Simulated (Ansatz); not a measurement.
System: diamond-structure Ge. Method: PBE-D3(BJ) (Ansatz, an electronic-structure program, PAW).

Settings: plane-wave cutoff 520 eV, 20×20×20 k mesh, Fermi–Dirac smearing 0.05 eV, perturbation theory, scalar-relativistic PAW data made under PBE.

Cell (relaxed at this level):

```cif
data_Ge2
_chemical_formula_sum 'Ge2'
_space_group_name_H-M_alt 'P 1'
_space_group_IT_number 1
_cell_length_a 4.03016
_cell_length_b 4.03016
_cell_length_c 4.03016
_cell_angle_alpha 60.000
_cell_angle_beta 60.000
_cell_angle_gamma 60.000
loop_
_space_group_symop_operation_xyz
  'x, y, z'
loop_
_atom_site_label
_atom_site_type_symbol
_atom_site_fract_x
_atom_site_fract_y
_atom_site_fract_z
_atom_site_occupancy
Ge1 Ge 0.50000 0.50000 0.50000 1
Ge2 Ge 0.75000 0.75000 0.75000 1
```

Question: Estimate the zone-centre TO phonon frequency that the calculation returns.

Answer: 
zone-centre TO phonon frequency: 286 cm⁻¹

Measured, for comparison: zone-centre TO phonon frequency 304 cm⁻¹ (low temperature, zero-point motion not removed; as tabulated in Tanner et al. (2021), arXiv:2110.11888). Computed (rounded) less measured: zone-centre TO phonon frequency -6 %.

Note: the solid has no gap at this level, which affects its response; the dispersion coefficients are held fixed in the derivatives.

It cost very roughly 13 core-minutes of CPU time.
